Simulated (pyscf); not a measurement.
Thermochemistry of product channels of F–Ge:–F [singlet] + ammonia (NH₃) on the singlet surface, in kcal/mol, from ωB97M-D3(BJ)/def2-TZVP energies (ideal gas, 1 atm, RRHO with modes under 100 cm⁻¹ raised to 100, one conformer, R ln 2 for chiral ones without a mode under 150 cm⁻¹). PySCF, gas phase, ωB97X-D3(BJ)/def2-SVP geometries.

| products | ΔE | ΔH(298 K) | ΔG(298 K) | ΔG(600 K) |
|---|---|---|---|---|
| H₂N–GeH(F)–F | -10.4 | -11.0 | -0.9 | ___ |
| hydrogen fluoride (HF) + H₂N–Ge:–F [singlet] | ___ | +13.3 | +13.6 | +13.7 |
| HN=Ge(F)–F + hydrogen (H₂) | +60.6 | +55.0 | +56.9 | +58.4 |

**Question.** What belongs in the gaps?

**Answer.** 
- H₂N–GeH(F)–F, ΔG(600 K): +9.1
- hydrogen fluoride (HF) + H₂N–Ge:–F [singlet], ΔE: +14.0

These are energies of the channels, which say nothing of barriers. Elements up to Kr have no core potential and no relativistic terms here.
